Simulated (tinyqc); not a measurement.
Inside a calculation. Method: Pariser-Parr-Pople SCF with singles CI, for the molecule C=C1C=CC=C1 (SMILES; centres numbered as the heavy atoms are written). Computed by tinyqc, a small Python program that keeps every step. Settings: charge = 0, gamma = MN, start = core, damping = 0.5, iteration cap = 58, excitations kept = 9. Command: `OMP_NUM_THREADS=1 python tinyqc.py 26078 26079 out.jsonl` (the two numbers bound the seeds that draw the settings). One thread of a shared host (Intel(R) Xeon(R) Processor @ 2.60GHz), about 0.02 s of CPU time with the checks. Later iterations appear only in the table of the cycle.

## PPP integrals

Centres (angstrom, eV; a flat drawing with bonds scaled to 1.40 angstrom):

| centre | x | y | core charge z | W | gamma_rr |
|---|---|---|---|---|---|
| 1C | 2.159000 | 0.000000 | 1 | 10.390000 | 11.710000 |
| 2C | 0.759000 | 0.000000 | 1 | 10.390000 | 11.710000 |
| 3C | -0.064000 | 1.133000 | 1 | 10.390000 | 11.710000 |
| 4C | -1.395000 | 0.700000 | 1 | 10.390000 | 11.710000 |
| 5C | -1.395000 | -0.700000 | 1 | 10.390000 | 11.710000 |
| 6C | -0.064000 | -1.133000 | 1 | 10.390000 | 11.710000 |

Resonance integrals (eV):

| i | j | beta |
|---|---|---|
| 1 | 2 | -2.700000 |
| 2 | 3 | -2.700000 |
| 3 | 4 | -2.700000 |
| 4 | 5 | -2.700000 |
| 5 | 6 | -2.700000 |
| 6 | 2 | -2.700000 |

Mataga-Nishimoto: gamma = 14.399645/(R + a), a = 2 x 14.399645/(gamma_rr + gamma_ss); H_rr = -W_r - sum_(s != r) z_s gamma_rs; H_rs = beta for bonds.

repulsion gamma_rs (eV), lower triangle:
```
           1C         2C         3C         4C         5C         6C
1C  11.710000
2C   5.475800  11.710000
3C   3.865919   5.475043  11.710000
4C   2.967794   4.120571   5.476507  11.710000
5C   2.967794   4.120571   4.120119   5.475800  11.710000
6C   3.865919   5.475043   4.119259   4.120119   5.476507  11.710000
```

core matrix H (eV), lower triangle:
```
            1C          2C          3C          4C          5C          6C
1C  -29.533226
2C   -2.700000  -35.057028
3C    0.000000   -2.700000  -33.446847
4C    0.000000    0.000000   -2.700000  -32.550791
5C    0.000000    0.000000    0.000000   -2.700000  -32.550791
6C    0.000000   -2.700000    0.000000    0.000000   -2.700000  -33.446847
```

## Starting guess

pi electrons, sum of z_r less the charge = 6

Orbitals of the core matrix H.

P at the start, lower triangle:
```
           1C         2C         3C         4C        5C        6C
1C   0.174943
2C   0.482637   1.411665
3C   0.124659   0.497103   1.158744
4C  -0.166226  -0.227344   0.739672   1.047952
5C  -0.166226  -0.227344  -0.092658   0.602232  1.047952
6C   0.124659   0.497103  -0.395536  -0.092658  0.739672  1.158744
```

## Iteration 1: Fock matrix

F_rr = H_rr + P_rr gamma_rr / 2 + sum_(s != r) P_ss gamma_rs; F_rs = H_rs - P_rs gamma_rs / 2; E = tr P (H + F) / 2 + core repulsion sum_(r<s) z_r z_s gamma_rs.

F (eV), lower triangle:
```
           1C         2C         3C         4C         5C         6C
1C  -5.599508
2C  -4.021412  -4.509110
3C  -0.240961  -4.060830  -3.427188
4C   0.246663   0.468394  -4.725410  -3.220563
5C   0.246663   0.468394   0.190882  -4.348850  -3.220563
6C  -0.240961  -4.060830   0.814657   0.190882  -4.725410  -3.427188
```

pi energy = -69.999735 eV

## Iteration 1: orbitals and new P

Diagonalise F (the basis is taken as orthonormal) and form P = 2 sum c c over the lowest orbitals; 0.5 of the old P is kept.

orbital energies (eV): -12.188627  -9.033988  -7.158521  -3.138132  4.044963  4.070185

P after iteration 1, lower triangle:
```
           1C         2C         3C         4C        5C        6C
1C   0.491501
2C   0.656569   1.197202
3C   0.155845   0.444221   1.124311
4C  -0.242592  -0.135116   0.771935   1.031337
5C  -0.242592  -0.135116  -0.083049   0.548140  1.031337
6C   0.155845   0.444221  -0.392492  -0.083049  0.771935  1.124311
```

## Iteration 2: Fock matrix

As before.

F (eV), lower triangle:
```
           1C         2C         3C         4C         5C         6C
1C  -5.285264
2C  -4.497620  -4.545348
3C  -0.301241  -3.916064  -3.880482
4C   0.359981   0.278378  -4.813752  -3.683491
5C   0.359981   0.278378   0.171086  -4.200754  -3.683491
6C  -0.301241  -3.916064   0.808388   0.171086  -4.813752  -3.880482
```

pi energy = -71.153249 eV

## Iteration 2: orbitals and new P

As before.

orbital energies (eV): -12.622936  -9.329986  -7.709376  -2.517482  3.537769  3.683453

P after iteration 2, lower triangle:
```
           1C         2C         3C         4C        5C        6C
1C   0.656199
2C   0.747546   1.089547
3C   0.169166   0.413566   1.102169
4C  -0.278696  -0.087899   0.792715   1.024958
5C  -0.278696  -0.087899  -0.077986   0.514802  1.024958
6C   0.169166   0.413566  -0.387675  -0.077986  0.792715  1.102169
```

## Convergence

Stop when output and input P, before any damping, agree to 1e-7.

Course of the cycle:

| iteration | E (eV) | largest \|P(out) - P(in)\| |
|---|---|---|
| 1 | -69.99973541 | 6.33e-01 |
| 2 | -71.15324929 | 3.29e-01 |
| 3 | -71.80344082 | 1.71e-01 |
| 4 | -72.14981896 | 8.94e-02 |
| 5 | -72.32970579 | 4.70e-02 |
| 6 | -72.42199031 | 2.50e-02 |
| 7 | -72.46904496 | 1.35e-02 |
| 8 | -72.49296222 | 7.43e-03 |
| 9 | -72.50509888 | 4.26e-03 |
| 10 | -72.51125198 | 3.02e-03 |
| 11 | -72.51436994 | 2.15e-03 |
| ... | ... | ... |
| 32 | -72.51757054 | 2.12e-06 |
| 33 | -72.51757055 | 1.53e-06 |
| 34 | -72.51757055 | 1.10e-06 |
| 35 | -72.51757055 | 7.92e-07 |
| 36 | -72.51757055 | 5.70e-07 |
| 37 | -72.51757055 | 4.11e-07 |
| 38 | -72.51757055 | 2.96e-07 |
| 39 | -72.51757055 | 2.13e-07 |
| 40 | -72.51757055 | 1.53e-07 |
| 41 | -72.51757055 | 1.10e-07 |
| 42 | -72.51757055 | 7.94e-08 |

Converged in 42 iterations.

## Converged orbitals

Charges are z - P_rr.

orbital energies (eV): -13.083018  -9.611756  -8.361641  -1.889535  2.984858  3.325780

coefficients:
```
         MO1        MO2        MO3        MO4        MO5        MO6
1C  0.328702   0.557743   0.000000   0.684490   0.000000  -0.335189
2C  0.545408   0.443407   0.000000  -0.309642   0.000000   0.640346
3C  0.409172  -0.089887   0.597440  -0.345161  -0.378239  -0.453170
4C  0.360307  -0.487931   0.378239   0.314105   0.597440   0.182867
5C  0.360307  -0.487931  -0.378239   0.314105  -0.597440   0.182867
6C  0.409172  -0.089887  -0.597440  -0.345161   0.378239  -0.453170
```

pi charges: 1C 0.161756, 2C 0.011842, 3C -0.064873, 4C -0.021926, 5C -0.021926, 6C -0.064873

## Singles CI, singlets

Over the 9 single excitations with the smallest orbital gaps: A = (e_a - e_i) delta + 2 (ia|jb) - (ij|ab), with (pq|rs) = sum c_mp c_mq gamma_mn c_nr c_ns. f = 2/3 w |mu|^2 in atomic units, mu = sqrt2 sum c_ia sum_m c_mi c_ma R_m.

singlet CI matrix (eV), lower triangle:
```
           3>4        2>4        1>4        3>5       3>6        2>5       2>6        1>5
3>4   2.836292
2>4   0.000000   5.458147
1>4   0.000000   0.088133   7.696646
3>5   0.000000  -0.737013   0.620020   7.959804
3>6   0.611978   0.000000   0.000000   0.000000  8.059566
2>5  -0.097497   0.000000   0.000000   0.000000  0.151551   9.087243
2>6   0.000000  -0.324107  -0.481002  -0.544544  0.000000   0.000000  9.185731
1>5   0.290072   0.000000   0.000000   0.000000  0.311665  -0.063386  0.000000  12.045266
1>6   0.000000  -0.086487  -0.148584   0.200873  0.000000   0.000000  0.158671   0.000000

           1>6
1>6  12.406660
```

singlet excitation energies (eV): 2.756683  5.186962  7.297137  8.079819  8.163100  9.109023  9.631368  12.082842  12.428421

oscillator strengths: 0.028891  0.748890  0.429349  0.337431  0.608333  0.257665  0.127868  0.019736  0.067433

## Singles CI, triplets

Over the 9 single excitations with the smallest orbital gaps: A = (e_a - e_i) delta - (ij|ab), with (pq|rs) = sum c_mp c_mq gamma_mn c_nr c_ns.

triplet CI matrix (eV), lower triangle:
```
           3>4        2>4        1>4        3>5        3>6       2>5        2>6        1>5
3>4   1.459007
2>4   0.000000   1.956502
1>4   0.000000  -0.776195   5.722627
3>5   0.000000   0.630961  -0.976097   5.136567
3>6  -1.036216   0.000000   0.000000   0.000000   5.917828
2>5   0.630961   0.000000   0.000000   0.000000   0.492876  7.040614
2>6   0.000000   0.476356   1.169790   0.492876   0.000000  0.000000   7.436482
1>5  -0.976097   0.000000   0.000000   0.000000  -0.957588  1.376703   0.000000  10.523997
1>6   0.000000   1.169790   0.043916  -0.957588   0.000000  0.000000  -0.834629   0.000000

           1>6
1>6  10.189519
```

triplet excitation energies (eV): 0.950517  1.467782  4.015981  5.794274  6.380168  7.049231  7.859973  10.717792  11.147424
